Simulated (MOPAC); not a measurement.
MOPAC input (PM6):

```
PM6 PRECISE GNORM=0.05 LET XYZ CHARGE=-1 GEO-OK AUX(PRECISION=9) THREADS=1
C4H5

C    -0.01425270 1    0.12435824 1    1.95470681 1
C    -0.00757315 1   -0.19118066 1    0.64278123 1
C    -0.00245344 1   -0.56690684 1   -0.56877122 1
C     0.01816492 1    0.29533709 1   -1.79293461 1
H    -0.94020781 1    0.24704578 1    2.51109267 1
H     0.90535390 1    0.22409239 1    2.52600983 1
H     0.03014765 1    1.38655717 1   -1.59635947 1
H     0.89256220 1    0.07548540 1   -2.42067109 1
H    -0.85116970 1    0.09717232 1   -2.43476519 1
```

From the last part of the output:

```
                                                       MOPAC v23.2.5 Linux

          FINAL HEAT OF FORMATION =         42.97413 KCAL/MOL =     179.80375 KJ/MOL

          COSMO AREA              =        106.04 SQUARE ANGSTROMS
          COSMO VOLUME            =         86.38 CUBIC ANGSTROMS

          GRADIENT NORM           =          0.03983          =       0.01328 PER ATOM
          IONIZATION POTENTIAL    =          1.349289 EV
          HOMO LUMO ENERGIES (EV) =         -1.349  7.964
          NO. OF FILLED LEVELS    =         11
          MOLECULAR WEIGHT        =         53.0835         POINT GROUP:  Cs

          MOLECULAR DIMENSIONS (Angstroms)

            Atom       Atom       Distance
            H     9    H     6     5.36311
            H     5    H     8     3.36455
            H     5    H     7     1.53089

          SCF CALCULATIONS        =         37

   ATOM   CHEMICAL          X               Y               Z
  NUMBER   SYMBOL      (ANGSTROMS)     (ANGSTROMS)     (ANGSTROMS)

     1       C         -0.01797377  *  -0.08552526  *   2.09373279  *
     2       C         -0.00613581  *  -0.00205296  *   0.75636276  *
     3       C          0.00532423  *   0.07607764  *  -0.54202837  *
     4       C          0.01794283  *   0.16705435  *  -1.96425882  *
     5       H         -0.91883967  *  -0.10956285  *   2.65125556  *
     6       H          0.87290065  *  -0.13180177  *   2.66572495  *
     7       H          0.03378968  *   1.21232587  *  -2.31443374  *
     8       H          0.90309152  *  -0.33393237  *  -2.38791011  *
     9       H         -0.87245481  *  -0.31181671  *  -2.40224483  *

                             CARTESIAN COORDINATES

   1    C       -0.017973766    -0.085525261     2.093732788
   2    C       -0.006135808    -0.002052963     0.756362763
   3    C        0.005324225     0.076077637    -0.542028374
   4    C        0.017942835     0.167054346    -1.964258818
   5    H       -0.918839671    -0.109562853     2.651255563
   6    H        0.872900648    -0.131801772     2.665724949
   7    H        0.033789684     1.212325867    -2.314433741
   8    H        0.903091521    -0.333932371    -2.387910112
   9    H       -0.872454811    -0.311816710    -2.402244830

           Empirical Formula: C4 H5  =     9 atoms

      MOLECULAR POINT GROUP   :   Cs

                  EIGENVALUES
 -20.99981 -19.37828 -16.09627 -10.71227  -9.34590  -9.23825  -8.38801  -8.32304
  -5.04613  -3.29329  -1.34929   7.96430   8.43706  10.60924  10.61773  10.64830
  11.31314  12.38145  12.65164  12.81130  13.98465

              NET ATOMIC CHARGES AND DIPOLE CONTRIBUTIONS

  ATOM NO.   TYPE          CHARGE      No. of ELECS.   s-Pop       p-Pop
    1          C          -0.920102        4.9201     1.05943     3.86067
    2          C           0.282516        3.7175     1.10540     2.61209
    3          C          -0.679990        4.6800     1.07745     3.60254
    4          C          -0.232991        4.2330     1.04162     3.19137
    5          H           0.147346        0.8527     0.85265
    6          H           0.147346        0.8527     0.85265
    7          H           0.080046        0.9200     0.91995
    8          H           0.087914        0.9121     0.91209
    9          H           0.087914        0.9121     0.91209
 DIPOLE           X         Y         Z       TOTAL
 POINT-CHG.     0.028     0.161    -3.197     3.201
 HYBRID         0.001     0.011    -0.128     0.129
 SUM            0.029     0.172    -3.326     3.330

          ATOMIC ORBITAL ELECTRON POPULATIONS

     Atom    s        px        py        pz
    1  C   1.05943   1.14034   1.68270   1.03763
    2  C   1.10540   0.88672   0.82179   0.90358
    3  C   1.07745   1.15463   1.48429   0.96362
    4  C   1.04162   1.08689   1.08360   1.02088
    5  H   0.85265
    6  H   0.85265
    7  H   0.91995
    8  H   0.91209
    9  H   0.91209

 **********************
 *                    *
 * JOB ENDED NORMALLY *
 *                    *
 **********************

 == MOPAC DONE ==
```

The dipole moment of an ion depends on the origin.
